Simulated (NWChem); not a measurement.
Atomisation of ethylamine (C2H7N)

```xyz
10

C      1.1909     0.4452     0.0140
C      0.0395    -0.5509    -0.0984
N     -1.2501     0.1340    -0.0057
H      2.1728    -0.0540    -0.1125
H      1.0931     1.2396    -0.7530
H      1.1963     0.9399     1.0091
H      0.1929    -1.3662     0.6578
H      0.0878    -1.0515    -1.0907
H     -2.0163    -0.5448    -0.1014
H     -1.3581     0.5332     0.9373
```
Charge 0, spin multiplicity 1.

Everything below was run with NWChem. The geometry was optimised at PBE/def2-SVP, a minimum by its harmonic frequencies. It is one conformer; others weren't searched.

Basis set: def2-TZVP. The atomisation energy is electronic alone: no zero-point, thermal, spin-orbit or counterpoise terms. No value is extrapolated to the basis-set limit. Free atoms are single determinants with multiplicities C 3, N 4, H 2. Correlated methods freeze the same cores in atoms and molecule, 3 orbitals in all.

The cost column gives rough processor time relative to LDA (SVWN5); each entry includes its own SCF. Costs are the molecule's.

B3LYP has NWChem's definition, with VWN1-RPA local correlation. GW and range-separated runs recompute their integrals, the others keep them in memory, which bears on the times. The stability of the SCF solutions was not checked. Open-shell Hartree-Fock references start from PBE0 orbitals; any time given for them includes that run.

| method | atomisation energy (kcal/mol) | relative cost |
|---|---|---|
| LDA (SVWN5) | 994.2 | 1 |
| HF | 637.4 | under 3 |
| B3LYP | 874.2 | under 3 |
| PBE0 | 875.6 | under 3 |
| PBE | 888.6 | under 3 |
| BLYP | (withheld) | under 3 |
| M06-2X | 873.3 | under 3 |
| MP2 | 845.6 | under 3 |
| CAM-B3LYP | (withheld) | 10 |

Q: Fill in the missing entries.

A: 
- BLYP, atomisation energy (kcal/mol): 869.8
- CAM-B3LYP, atomisation energy (kcal/mol): 879.1
